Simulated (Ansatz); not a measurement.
Basis-set extrapolation for C3H5NO, SMILES `NCC=C=O` (PBE0-D4/def2-TZVP geometry, frozen core, the Gaussian-basis code of Ansatz). Multiplicity 1, RHF reference.

```
                      def2-TZVPP   def2-QZVPP
                 HF  -245.884499  -245.895778
    MP2 correlation    -0.918469    -0.982443
CCSD(T) correlation    -0.982782      not run
```

Energies in hartree. Use E(X) = E(∞) + A·exp(−7.88·√X) for Hartree–Fock and E(X) = E(∞) + B·X^(−2.97) for correlation, with X = 3 and 4, and add CCSD(T) minus MP2 of the smaller set to the MP2 limit.

Problem. What is the CCSD(T) energy at the basis-set limit?

Solution. HF limit: -245.895778 + (-0.011279) × 0.13774 = -245.89733. MP2 limit: -0.982443 + (-0.063974) × 0.74074 = -1.02983. Higher-order term: -0.982782 − (-0.918469) = -0.06431. Total: -246.99147 hartree, 77.9 kcal/mol below CCSD(T)/def2-TZVPP.
